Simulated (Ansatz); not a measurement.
**Molecular dynamics of C$_{2}$H$_{4}$ClF**

Input file:

```yaml
crystal:
  periodic: [false, false, false]
  atoms:
    - { symbol: F, position_ang: [-1.173356, -0.700229, 1.131272] }
    - { symbol: C, position_ang: [0.454322, -0.50456, 0.020593] }
    - { symbol: Cl, position_ang: [0.323051, -1.800034, -1.060338] }
    - { symbol: H, position_ang: [1.038357, -0.72139, 0.89965] }
    - { symbol: C, position_ang: [0.032174, 0.790082, -0.307567] }
    - { symbol: H, position_ang: [0.51984, 1.597471, 0.226417] }
    - { symbol: H, position_ang: [-0.259583, 0.979688, -1.332431] }
    - { symbol: H, position_ang: [-0.934704, 0.358873, 0.422405] }
basis:
  gaussian: { orbitals: def2-SVP }
hamiltonian:
  xc: hf
md:
  timestep: 0.5
  n_steps: 200
  ensemble: nve
  temperature: 100.0
  initial_velocities: maxwell_boltzmann
  seed: 10948
```

Launched with:

```bash
$ ansatz run input.yaml --threads 1 --pin off --max-ram 2048MiB --backend cpu --events-out ev --progress --plain --runs-dir out
```

It starts at the highest image of a converged band. Of that band: Neighbouring images differ by up to 3.3 eV, so the band resolves the path poorly. A vibrational analysis at the climbing image gives one clearly imaginary mode, 2029i cm⁻¹: a first-order saddle point.

Output, in part (one step line in 4, the closing report, with atoms numbered from 0):

```
md step     0: t =     0.00 fs  T =   100.0 K  F+E_penalty+E_count = -17322.21634032 eV  E_kin = 0.077556 eV  conserved = -17322.13878432 eV  (39 SCF iters)
md step     4: t =     2.00 fs  T =   115.3 K  F+E_penalty+E_count = -17322.22787218 eV  E_kin = 0.089424 eV  conserved = -17322.13844810 eV  (40 SCF iters)
md step     8: t =     4.00 fs  T =   272.8 K  F+E_penalty+E_count = -17322.34879942 eV  E_kin = 0.211591 eV  conserved = -17322.13720810 eV  (37 SCF iters)
md step    12: t =     6.00 fs  T =   968.6 K  F+E_penalty+E_count = -17322.89059904 eV  E_kin = 0.751183 eV  conserved = -17322.13941584 eV  (35 SCF iters)
md step    16: t =     8.00 fs  T =   866.5 K  F+E_penalty+E_count = -17322.81115153 eV  E_kin = 0.672009 eV  conserved = -17322.13914296 eV  (35 SCF iters)
md step    20: t =    10.00 fs  T =  1991.7 K  F+E_penalty+E_count = -17323.70605282 eV  E_kin = 1.544658 eV  conserved = -17322.16139527 eV  (35 SCF iters)
md step    24: t =    12.00 fs  T =  1390.7 K  F+E_penalty+E_count = -17323.21475850 eV  E_kin = 1.078587 eV  conserved = -17322.13617152 eV  (34 SCF iters)
md step    28: t =    14.00 fs  T =  1927.9 K  F+E_penalty+E_count = -17323.63349618 eV  E_kin = 1.495201 eV  conserved = -17322.13829549 eV  (34 SCF iters)
md step    32: t =    16.00 fs  T =  2271.2 K  F+E_penalty+E_count = -17323.91829662 eV  E_kin = 1.761454 eV  conserved = -17322.15684231 eV  (34 SCF iters)
md step    36: t =    18.00 fs  T =  2886.6 K  F+E_penalty+E_count = -17324.40748377 eV  E_kin = 2.238716 eV  conserved = -17322.16876754 eV  (34 SCF iters)
md step    40: t =    20.00 fs  T =  1970.0 K  F+E_penalty+E_count = -17323.66283848 eV  E_kin = 1.527890 eV  conserved = -17322.13494864 eV  (35 SCF iters)
md step    44: t =    22.00 fs  T =  2360.3 K  F+E_penalty+E_count = -17323.97002382 eV  E_kin = 1.830527 eV  conserved = -17322.13949662 eV  (34 SCF iters)
md step    48: t =    24.00 fs  T =  2370.2 K  F+E_penalty+E_count = -17323.98604283 eV  E_kin = 1.838249 eV  conserved = -17322.14779364 eV  (33 SCF iters)
md step    52: t =    26.00 fs  T =  3168.4 K  F+E_penalty+E_count = -17324.62330384 eV  E_kin = 2.457276 eV  conserved = -17322.16602811 eV  (34 SCF iters)
md step    56: t =    28.00 fs  T =  2337.7 K  F+E_penalty+E_count = -17323.94788026 eV  E_kin = 1.813009 eV  conserved = -17322.13487151 eV  (35 SCF iters)
md step    60: t =    30.00 fs  T =  2915.2 K  F+E_penalty+E_count = -17324.40292346 eV  E_kin = 2.260919 eV  conserved = -17322.14200447 eV  (33 SCF iters)
md step    64: t =    32.00 fs  T =  2532.9 K  F+E_penalty+E_count = -17324.10089113 eV  E_kin = 1.964399 eV  conserved = -17322.13649250 eV  (38 SCF iters)
md step    68: t =    34.00 fs  T =  3310.1 K  F+E_penalty+E_count = -17324.72984898 eV  E_kin = 2.567175 eV  conserved = -17322.16267393 eV  (38 SCF iters)
md step    72: t =    36.00 fs  T =  2289.7 K  F+E_penalty+E_count = -17323.90987539 eV  E_kin = 1.775797 eV  conserved = -17322.13407822 eV  (39 SCF iters)
md step    76: t =    38.00 fs  T =  2971.1 K  F+E_penalty+E_count = -17324.44838664 eV  E_kin = 2.304264 eV  conserved = -17322.14412248 eV  (37 SCF iters)
md step    80: t =    40.00 fs  T =  2349.1 K  F+E_penalty+E_count = -17323.94654237 eV  E_kin = 1.821857 eV  conserved = -17322.12468538 eV  (35 SCF iters)
md step    84: t =    42.00 fs  T =  3231.0 K  F+E_penalty+E_count = -17324.66431134 eV  E_kin = 2.505864 eV  conserved = -17322.15844707 eV  (38 SCF iters)
md step    88: t =    44.00 fs  T =  2265.5 K  F+E_penalty+E_count = -17323.89086062 eV  E_kin = 1.757046 eV  conserved = -17322.13381412 eV  (38 SCF iters)
md step    92: t =    46.00 fs  T =  3163.9 K  F+E_penalty+E_count = -17324.60073819 eV  E_kin = 2.453784 eV  conserved = -17322.14695404 eV  (33 SCF iters)
md step    96: t =    48.00 fs  T =  2398.9 K  F+E_penalty+E_count = -17323.97673469 eV  E_kin = 1.860513 eV  conserved = -17322.11622156 eV  (38 SCF iters)
md step   100: t =    50.00 fs  T =  3167.3 K  F+E_penalty+E_count = -17324.61083627 eV  E_kin = 2.456444 eV  conserved = -17322.15439212 eV  (34 SCF iters)
md step   104: t =    52.00 fs  T =  2075.5 K  F+E_penalty+E_count = -17323.74296415 eV  E_kin = 1.609710 eV  conserved = -17322.13325383 eV  (34 SCF iters)
md step   108: t =    54.00 fs  T =  3052.8 K  F+E_penalty+E_count = -17324.51740434 eV  E_kin = 2.367613 eV  conserved = -17322.14979139 eV  (34 SCF iters)
md step   112: t =    56.00 fs  T =  2272.4 K  F+E_penalty+E_count = -17323.87412180 eV  E_kin = 1.762404 eV  conserved = -17322.11171753 eV  (35 SCF iters)
md step   116: t =    58.00 fs  T =  3230.5 K  F+E_penalty+E_count = -17324.65670739 eV  E_kin = 2.505468 eV  conserved = -17322.15123938 eV  (34 SCF iters)
md step   120: t =    60.00 fs  T =  2288.1 K  F+E_penalty+E_count = -17323.90796525 eV  E_kin = 1.774567 eV  conserved = -17322.13339834 eV  (35 SCF iters)
md step   124: t =    62.00 fs  T =  3349.7 K  F+E_penalty+E_count = -17324.75132975 eV  E_kin = 2.597877 eV  conserved = -17322.15345244 eV  (33 SCF iters)
md step   128: t =    64.00 fs  T =  2469.0 K  F+E_penalty+E_count = -17324.02883820 eV  E_kin = 1.914857 eV  conserved = -17322.11398167 eV  (34 SCF iters)
md step   132: t =    66.00 fs  T =  3198.4 K  F+E_penalty+E_count = -17324.62867199 eV  E_kin = 2.480550 eV  conserved = -17322.14812179 eV  (34 SCF iters)
md step   136: t =    68.00 fs  T =  2164.4 K  F+E_penalty+E_count = -17323.81229006 eV  E_kin = 1.678594 eV  conserved = -17322.13369585 eV  (28 SCF iters)
md step   140: t =    70.00 fs  T =  3065.8 K  F+E_penalty+E_count = -17324.53411858 eV  E_kin = 2.377699 eV  conserved = -17322.15641963 eV  (34 SCF iters)
md step   144: t =    72.00 fs  T =  2234.5 K  F+E_penalty+E_count = -17323.85402799 eV  E_kin = 1.733008 eV  conserved = -17322.12101961 eV  (34 SCF iters)
md step   148: t =    74.00 fs  T =  2978.7 K  F+E_penalty+E_count = -17324.45520002 eV  E_kin = 2.310156 eV  conserved = -17322.14504425 eV  (34 SCF iters)
md step   152: t =    76.00 fs  T =  2297.5 K  F+E_penalty+E_count = -17323.91612962 eV  E_kin = 1.781852 eV  conserved = -17322.13427720 eV  (35 SCF iters)
md step   156: t =    78.00 fs  T =  3318.3 K  F+E_penalty+E_count = -17324.73465550 eV  E_kin = 2.573576 eV  conserved = -17322.16107913 eV  (34 SCF iters)
md step   160: t =    80.00 fs  T =  2463.6 K  F+E_penalty+E_count = -17324.04203110 eV  E_kin = 1.910640 eV  conserved = -17322.13139091 eV  (35 SCF iters)
md step   164: t =    82.00 fs  T =  2942.6 K  F+E_penalty+E_count = -17324.42492635 eV  E_kin = 2.282160 eV  conserved = -17322.14276638 eV  (34 SCF iters)
md step   168: t =    84.00 fs  T =  2342.5 K  F+E_penalty+E_count = -17323.95107398 eV  E_kin = 1.816756 eV  conserved = -17322.13431828 eV  (35 SCF iters)
md step   172: t =    86.00 fs  T =  3330.1 K  F+E_penalty+E_count = -17324.74743861 eV  E_kin = 2.582665 eV  conserved = -17322.16477351 eV  (33 SCF iters)
md step   176: t =    88.00 fs  T =  2586.2 K  F+E_penalty+E_count = -17324.14852985 eV  E_kin = 2.005745 eV  conserved = -17322.14278532 eV  (33 SCF iters)
md step   180: t =    90.00 fs  T =  2845.2 K  F+E_penalty+E_count = -17324.34703605 eV  E_kin = 2.206615 eV  conserved = -17322.14042069 eV  (34 SCF iters)
md step   184: t =    92.00 fs  T =  2498.3 K  F+E_penalty+E_count = -17324.07285216 eV  E_kin = 1.937595 eV  conserved = -17322.13525682 eV  (35 SCF iters)
md step   188: t =    94.00 fs  T =  3424.3 K  F+E_penalty+E_count = -17324.82354772 eV  E_kin = 2.655732 eV  conserved = -17322.16781575 eV  (32 SCF iters)
md step   192: t =    96.00 fs  T =  2782.9 K  F+E_penalty+E_count = -17324.31187539 eV  E_kin = 2.158310 eV  conserved = -17322.15356519 eV  (37 SCF iters)
md step   196: t =    98.00 fs  T =  2625.5 K  F+E_penalty+E_count = -17324.17485163 eV  E_kin = 2.036209 eV  conserved = -17322.13864263 eV  (38 SCF iters)
md step   200: t =   100.00 fs  T =  2304.0 K  F+E_penalty+E_count = -17323.92179044 eV  E_kin = 1.786925 eV  conserved = -17322.13486538 eV  (39 SCF iters)
Total energy: -17323.92179044 eV, -636.6423832228 hartree
Atom 0 at    -3.108316    -1.403165     2.674905 Å, force    -1.447846    -6.735911    -0.386841 eV/Å
Atom 1 at     1.626489    -0.274437    -1.192674 Å, force     0.735642     2.019043    -0.508891 eV/Å
Atom 2 at     0.491225    -1.514379    -1.063527 Å, force    -0.896853    -1.019047     0.460548 eV/Å
Atom 3 at     2.669293    -0.638490    -1.254651 Å, force    -0.829545     0.419279     0.174837 eV/Å
Atom 4 at     1.306827     1.022406    -1.348511 Å, force     0.888989    -1.845582    -1.445234 eV/Å
Atom 5 at     2.127560     1.599058    -1.761087 Å, force    -0.040936     0.612100     0.766779 eV/Å
Atom 6 at     0.299134     1.402209    -1.502375 Å, force     0.144496    -0.189661     0.549978 eV/Å
Atom 7 at    -3.332658    -2.455914     2.612939 Å, force     1.446053     6.739779     0.388825 eV/Å
Dipole moment:     0.089588    -0.279046    -0.134624 e Å
```

All steps were run. The conserved energy stayed within 4 meV per atom of its start (net change 0.49 meV per atom), so there is no drift, though single steps change it by up to 39 meV in the whole system, a sign of fast motions only just resolved. The system heated up, since it started high on the potential surface and ran downhill. A run of 0.1 ps of so small a system gives no equilibrium averages. The orbitals stay closed-shell, which can raise the energy where a bond breaks towards radicals; this wasn't checked here.

The step under study would form F1–H8 and break F1–C2, C5–H8. These pairs go: F1–H8 1.30 → 1.08 Å, F1–C2 1.98 → 6.22 Å, C5–H8 1.29 → 7.02 Å. In the last frame they stand as after the step (other bonds may differ from the relaxed reactants and products). It ends as C2H3Cl + FH. Pairs count as bonded within 1.25 times the sum of covalent radii (0.12 Å more for H–H).

Last frame:

```xyz
8
Properties=species:S:1:pos:R:3
F -3.108 -1.403 2.675
C 1.627 -0.274 -1.193
Cl 0.491 -1.514 -1.063
H 2.669 -0.638 -1.255
C 1.307 1.022 -1.349
H 2.128 1.599 -1.761
H 0.299 1.402 -1.502
H -3.333 -2.456 2.613
```

Run time: 6.3 min on 1 thread of Arm Neoverse N1, on a shared host, peak memory 0.16 GiB.
